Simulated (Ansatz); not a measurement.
**BSiHF (doublet): the correlation ladder, cc-pVDZ**

The task here is to estimate one member of a computed series from the others.

The runs use Ansatz 0.2.0, Gaussian basis; cc-pVDZ, core rule «outside noble gas», up to 7 orbitals frozen.

To be run: UHF; CCSD(T) on ROHF; CCSD(T) on UHF; BCCD(T) on ROHF; CISD; CCSDT(Q) on ROHF; CCSDT(Q) on UHF; CASSCF and MRCISD+Q, 9 electrons in 9 orbitals; CASSCF and NEVPT2, 9 electrons in 9 orbitals.

25 further runs of the same task are left out: 13 that didn't finish, 12 set aside as unsound or not needed.

### What is computed

The geometry is a PBE0/def2-TZVP stationary point (not a proven minimum) of the parent state, kept for this charge and spin.

4 atoms, charge 0, spin multiplicity 2.

Atoms are counted from 1 here; the program's logs count them from 0.

Bond lengths: B1–Si2 1.844 Å, Si2–F3 1.594 Å, Si2–H4 1.480 Å. Angles: B1–Si2–F3 125.8°, B1–Si2–H4 130.2°, F3–Si2–H4 104.0°.

Geometry (Å):

```xyz
4

B     0.0000   -0.5010    1.7973
Si    0.0000    0.3616    0.1670
F     0.0000   -0.3453   -1.2616
H     0.0000    1.8072   -0.1500
```

The first run:

in.yaml reads:

```yaml
crystal:
  periodic: [false, false, false]
  atoms:
    - {symbol: B, position_ang: [0.000000, -0.501036, 1.797314]}
    - {symbol: Si, position_ang: [0.000000, 0.361580, 0.166961]}
    - {symbol: F, position_ang: [0.000000, -0.345292, -1.261620]}
    - {symbol: H, position_ang: [0.000000, 1.807190, -0.149981]}
basis:
  gaussian: {orbitals: cc-pVDZ}
magnetization: {spin_polarized: true, initial_magnetization: 1}
hamiltonian: {xc: hf}
output: {orbitals: {seedname: orbitals}}
```

The run is started by

```
> ansatz run in.yaml --threads 1 --pin off --events-out ev --progress --plain --max-ram 2393MiB
```

Among the steps run: UHF; CCSD(T) on ROHF; CCSD(T) on UHF; BCCD(T) on ROHF; CISD; CCSDT(Q) on ROHF; CCSDT(Q) on UHF; CASSCF and MRCISD+Q, 9 electrons in 9 orbitals; CASSCF and NEVPT2, 9 electrons in 9 orbitals.

One of the session's tables, all rows but one given; the rest of the session is left out.

```
   method  from RCCSDT(Q) (meV)
     ROHF              +10044.7
      UHF               +9500.1
     RMP2               +1213.4
     UMP2                     ?
     CISD               +1345.6
    RCCSD                +340.5
    UCCSD                +292.2
 RCCSD(T)                 +71.2
 UCCSD(T)                 +51.6
  BCCD(T)                 +67.1
   RCCSDT                 +25.9
   UCCSDT                -186.2
RCCSDT(Q)                     0
UCCSDT(Q)                -375.1
```

**Question.** Estimate the row for UMP2.

The run gave: from RCCSDT(Q) (meV): +1199.0. In the column «from RCCSDT(Q) (meV)» it lies between RCCSD (+340.5) and RMP2 (+1213.4).

Not comparable, so not listed: CASSCF and NEVPT2, 9 electrons in 9 orbitals (they don't share determinant, frozen orbitals or solution with the rows shown, or repeat one).

To keep in mind: The determinant is far from a pure spin state, so its energy mixes those of several spin states (harmless only where they are near-degenerate, as at dissociation). Left out of the table: CASSCF frontier, MRCISD frontier, MRCISD+Q frontier (the active space lost an orbital or holds another state than full CI finds). The program flags UCCSD(T), UCCSDT(Q) as in doubt, so those rows may rest on another solution; read them beside their warnings. Restricted and unrestricted rows rest on different reference determinants; where their highest levels disagree by more than a few hundredths of an eV, they describe different states and don't form one ladder. Warnings in the runs' records: passed over end.
